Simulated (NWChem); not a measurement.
Species: acetonitrile (C2H3N); SMILES C(C)#N

Results from NWChem. The level has its own optimisation; frequencies are unscaled.

Task: What does the run give for LDA (Slater exchange, VWN5)/def2-SVP? Quantities: r C–C (Å); r C–H (Å); r C–N (Å); highest harmonic frequency (cm⁻¹); lowest (cm⁻¹); zero-point energy (kcal/mol); dipole (D).

Result: 
```
Property                           Result
---------------------------------  ------
r C–C (Å)                           1.440
r C–H (Å)                           1.110
r C–N (Å)                           1.165
highest harmonic frequency (cm⁻¹)    3077
lowest (cm⁻¹)                         386
zero-point energy (kcal/mol)         27.5
dipole (D)                           3.82
```
